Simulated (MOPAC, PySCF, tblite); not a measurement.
Bond stretch in SMILES CS (CH₄S). The C1–S5 bond (C1 also carries H, H, H; S5 carries H) is varied alone, starting from the PBE0/def2-TZVP optimised geometry.

Computed with: RKS-BP86/6-31G* = restricted BP86/6-31G*, spherical d (PySCF); UKS-TPSSh = unrestricted TPSSh/cc-pVDZ (PySCF); UCCSD(T) = CCSD(T) on UHF/cc-pVDZ, 6 core orbitals frozen run with PySCF 2.14.0; PM7, restricted, heats of formation (MOPAC); GFN2-xTB, 300 K electronic temperature (tblite).

Energies are in kJ/mol, each relative to the lowest point of its own curve near equilibrium.

| R / Å | RKS-BP86/6-31G* | UKS-TPSSh | UCCSD(T) | PM7 | GFN2-xTB |
|---|---|---|---|---|---|
| 1.46 | 254.9 | 253.0 | 268.4 | 222.0 | 241.8 |
| 1.54 | 136.8 | 133.5 | 142.5 | 122.5 | 123.0 |
| 1.62 | 63.8 | 60.4 | 65.2 | 58.2 | 52.9 |
| 1.69 | 26.4 | 23.6 | 26.0 | 23.9 | 19.0 |
| 1.76 | 6.7 | 5.1 | 6.0 | 5.5 | 3.1 |
| 1.81 | 0.8 | 0.1 | 0.4 | 0.2 | 0.0 |
| 1.85 | 0.0 | 0.0 | 0.0 | 0.0 | 1.3 |
| 1.93 | 6.2 | 7.7 | 7.4 | 8.5 | 11.6 |
| 1.97 | 12.3 | 14.5 | 14.3 | ? | ? |
| 2.10 | 41.3 | 45.7 | 45.6 | 55.7 | 55.4 |
| 2.22 | 75.1 | 81.4 | 81.0 | 103.6 | 95.2 |
| 2.46 | 147.9 | 157.7 | 159.6 | 209.9 | 178.2 |
| 2.68 | 210.4 | 223.4 | 225.0 | 300.2 | 246.5 |
| 3.01 | 288.0 | 287.5 | 289.8 | 406.4 | 322.8 |
| 3.23 | 328.2 | 308.6 | 308.5 | 458.2 | 354.0 |
| 3.61 | — | 326.7 | 320.5 | 520.5 | ? |
| 4.01 | — | 334.3 | 324.4 | 561.2 | 393.1 |
| 4.41 | — | 337.4 | 326.0 | 587.5 | — |
| 4.84 | — | 338.7 | 326.7 | ? | — |
| 5.40 | — | 339.3 | 327.1 | ? | — |
| 6.26 | — | 339.5 | 327.2 | ? | — |

Task: Some entries are withheld; supply them.

Result: 
- 1.97, PM7: 16.5
- 1.97, GFN2-xTB: 19.8
- 3.61, GFN2-xTB: 381.9
- 4.84, PM7: 607.1
- 5.40, PM7: 626.8
- 6.26, PM7: 646.2

A dash means that the run gave no value there, or that the column was ended at a point which the program doubted or which failed a test of continuity chosen for this set; such a test can also cut sound points.

The restricted form behind RKS-BP86/6-31G*, PM7 keeps the bonding electrons paired and can't separate into open-shell fragments. The unrestricted determinant behind UKS-TPSSh is spin-contaminated at 3.01 to 6.26 Å (<S²> up to 1.0, against 0.00 for a pure singlet). The unrestricted determinant behind UCCSD(T) is spin-contaminated at 2.46 to 6.26 Å (<S²> up to 1.0, against 0.00 for a pure singlet).
